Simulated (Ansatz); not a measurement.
The same path of C3H4F2O (10 atoms, charge 0, multiplicity 1) was run twice with different band settings. Lost on the way: C3–O4, C3–H9. Made: O4–H9.

Method: Ansatz 0.2.0, RKS revPBE-D4/6-31G.

Relaxed end points:

```xyz
10
Properties=species:S:1:pos:R:3
F -1.174 -1.489 1.186
C -0.243 -0.372 1.209
C 0.422 -0.296 -0.142
O 1.151 1.031 -0.412
C -0.031 0.651 -1.182
F 0.200 0.316 -2.535
H -0.803 0.551 1.429
H 0.492 -0.557 2.009
H 0.980 -1.178 -0.469
H -0.910 1.293 -1.092
```

```xyz
10
Properties=species:S:1:pos:R:3
F -0.718 -1.616 1.976
C -0.609 -0.407 1.180
C -0.256 -0.662 -0.216
O 1.574 0.249 -0.779
C 0.146 0.559 -0.960
F -0.253 0.544 -2.335
H -1.617 0.077 1.167
H 0.076 0.280 1.720
H 1.721 -0.666 -1.156
H 0.018 1.590 -0.595
```

Common settings: movable images 5; climbing image yes; optimiser quadratic models (default); start path through a guess of the saddle point; force threshold 0.05 eV/Å; iteration limit 60; end points relaxed.

| run | spring |
| --- | --- |
| 1 | 5.0 eV/Å² |
| 2 | 0.5 eV/Å² |

(1) What does each run give, and how far can it be trusted?

## Answers

(1) Run 1: converged after 30 iterations, highest image 2.801 eV above the first end. The profile has 2 maxima (images 1, 5) with wells between them (image 3): this band takes more than one step, which may be the mechanism or a detour left from its start path. Neighbouring images differ by up to 2.7 eV, so the band resolves the path poorly. A vibrational analysis at the climbing image gives one clearly imaginary mode, 1150i cm⁻¹: a first-order saddle point.
Run 2: converged after 22 iterations, highest image 2.801 eV above the first end. The profile has 2 maxima (images 1, 5) with wells between them (image 3): this band takes more than one step, which may be the mechanism or a detour left from its start path. Neighbouring images differ by up to 2.6 eV, so the band resolves the path poorly. Another band between the same ends (5 images) ends at a top of the same energy, where a vibrational analysis finds 1 clearly imaginary mode.
The orbitals stay closed-shell, which can raise the energy where a bond breaks towards radicals; this wasn't checked here. Limits of this set-up: no polarisation functions.
